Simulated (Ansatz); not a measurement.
A nudged elastic band was laid between two geometries of H₅NOSi (8 atoms, charge 0, multiplicity 1).

These are results of RKS BHLYP/def2-SVP (Ansatz), not measurements.

* movable images: 5
* climbing image: yes
* spring: 5.0 eV/Å²
* optimiser: quadratic models (default)
* start path: through a guess of the saddle point
* force threshold: 0.05 eV/Å
* iteration limit: 60
* end points: relaxed

Initial state:

```xyz
8
Properties=species:S:1:pos:R:3
Si -0.428 0.078 0.421
N 1.161 -0.401 0.006
O -1.193 1.015 -0.712
H -1.264 0.667 -1.597
H -0.437 0.934 1.621
H -1.162 -1.191 0.639
H 1.936 0.232 -0.089
H 1.388 -1.334 -0.289
```

Final state:

```xyz
8
Properties=species:S:1:pos:R:3
Si -0.882 0.189 0.542
N 0.798 -0.169 -0.497
O -1.742 0.898 -0.511
H 0.535 0.248 -1.388
H -0.234 0.900 1.679
H -1.119 -1.215 0.978
H 1.631 0.297 -0.154
H 1.014 -1.148 -0.649
```

(1) What changes between the two ends?

(2) What energy profile does the band end with?

(3) What is the geometry of the highest image?

(4) What are the harmonic wavenumbers there?

Results:

(1) Bonds broken: O3–H4. Bonds formed: N2–H4.

(2) The run converged. The highest image is number 4 of 0 to 6, 44.9 kcal/mol above the first end and 10.7 kcal/mol above the last; the last end lies 34.3 kcal/mol above the first. A vibrational analysis at the climbing image gives one clearly imaginary mode, 1506i cm⁻¹: a first-order saddle point. The orbitals stay closed-shell, which can raise the energy where a bond breaks towards radicals; this wasn't checked here.

```csv
image,path coordinate (Å),energy (kcal/mol),O3–H4 (Å),N2–H4 (Å)
0,0.00,0.0,0.95,3.10
1,0.49,0.8,0.95,2.84
2,0.98,4.1,0.96,2.39
3,1.47,18.0,1.00,1.78
4,1.96,44.9,1.39,1.21
5,2.40,36.6,1.98,1.03
6,2.84,34.3,2.53,1.02
```

(3) 
```xyz
8
Properties=species:S:1:pos:R:3:forces:R:3
Si -0.750 0.115 0.534 0.00 0.00 0.00
N 0.846 -0.195 -0.416 0.00 0.01 0.00
O -1.256 0.781 -0.812 0.00 0.00 0.00
H 0.033 0.367 -1.117 0.00 0.00 0.00
H -0.402 0.933 1.717 0.00 0.00 0.00
H -1.254 -1.201 0.983 0.00 0.00 0.00
H 1.680 0.334 -0.196 0.00 0.00 0.00
H 1.104 -1.135 -0.694 0.00 0.00 0.00
```

(4) 1506i, 372, 527, 528, 714, 729, 875, 876, 928, 1041, 1136, 1528, 1569, 2050, 2291, 2306, 3618, 3714 cm⁻¹.

The run took 110 s on 1 thread of Arm Neoverse V1, with other jobs on the host, peak memory 0.13 GiB.
